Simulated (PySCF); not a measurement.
# Potential energy of NaF along the bond

Set-up: PySCF, spin-free X2C with a Gaussian nucleus, basis sets Na x2c-TZVPPall, F x2c-TZVPPall. Energies in eV from Na + F in their ground configurations at the same level. State: ¹Σ⁺ (singlet), closed shell.

All columns are r²SCAN0. A positive dipole means Na(−)F(+).

| R (Å) | E (eV) | μ (D) | Mulliken charge on Na (basis-dependent) | HOMO (eV) | LUMO (eV) | Mayer bond order | ⟨S²⟩ |
| --- | --- | --- | --- | --- | --- | --- | --- |
| 1.656 | -3.902 | -6.98 | 0.77 | -7.30 | -0.78 | 0.44 | 0.00 |
| 1.733 | -4.253 | -7.29 | 0.78 | -7.26 | -0.84 | 0.43 | 0.00 |
| 1.810 | -4.439 | -7.59 | 0.78 | -7.11 | -0.91 | 0.43 | 0.00 |
| 1.868 | -4.501 | -7.82 | 0.78 | -6.99 | -0.96 | 0.43 | 0.00 |
| 1.926 | -4.514 | -8.06 | 0.78 | -6.88 | -1.01 | 0.43 | 0.00 |
| 1.984 | -4.490 | -8.29 | 0.78 | -6.77 | -1.06 | 0.43 | 0.00 |
| 2.061 | -4.417 | -8.61 | 0.78 | -6.62 | -1.13 | 0.43 | 0.00 |
| 2.157 | -4.280 | -9.00 | 0.77 | -6.44 | -1.21 | 0.43 | 0.00 |
| 2.273 | -4.078 | -9.49 | 0.77 | -6.24 | -1.31 | 0.44 | 0.00 |
| 2.427 | -3.780 | -10.13 | 0.77 | -5.97 | -1.45 | 0.44 | 0.00 |

A fit through these points gives, at Re = 1.915 Å, μ = -8.01 D and dμ/dR = -4.04 D/Å; the reduced mass is 10.4 u.

Q: How strong is the fundamental in the double-harmonic approximation, I = 42.26·(dμ/dR)²/μred km/mol?

A: I = 42.26·(-4.04)²/10.4 = 66.3 km/mol at r²SCAN0.
